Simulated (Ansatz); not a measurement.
A made-up structure of BSiNH$_{5}$ (charge -1), closed shell:

```
atom    x (Å)    y (Å)    z (Å)
  B1  -1.1794   0.7723  -0.7382
 Si2   1.0023  -1.1362   0.7628
  N3   0.3704   0.4521   0.2241
  H4  -1.8473  -0.1278  -1.1976
  H5  -1.5284   1.9155  -0.9308
  H6   0.9693   1.1498   0.6657
  H7  -0.0488  -2.0781   0.9190
  H8   1.9494  -1.7139  -0.1236
```

It is relaxed with PBE-D4/def2-SVPD and then PBE0-D4/def2-TZVPD (Ansatz 0.2.0). Atoms count as bonded within 1.22 times the sum of their covalent radii (H–H: 0.88 Å). The end point is not checked to be a true minimum.

Q: Does its bonding change? (A judgement: the text doesn't fix the answer.)

A: Computed: No: no bond forms or breaks.

Where it ends: The first stage lowers the energy by 2.80 eV in 11 steps. It ends as BSiNH₅ ([BH2][NH][SiH2]), total charge -1:
```tsv
atom	x (Å)	y (Å)	z (Å)
B1	-0.9428	0.6615	-0.5637
Si2	0.9350	-1.0780	0.9679
N3	0.2184	0.4240	0.1419
H4	-1.6708	-0.2481	-0.8789
H5	-1.2502	1.7986	-0.8723
H6	0.7441	1.2543	0.3813
H7	-0.2034	-2.0357	0.5888
H8	1.8571	-1.5429	-0.1836
```

Labels in which every atom is bracketed show which atoms are joined, not bond orders.

For scale, one of the runs: PBE0-D4/def2-TZVPD relaxation, 162 basis functions, launched by `ansatz run in.yaml --threads 2 --pin off --events-out ev --progress --plain --max-ram 4352MiB`. The run took about 30 s on 2 CPU threads of an Arm Neoverse V1 (shared host).
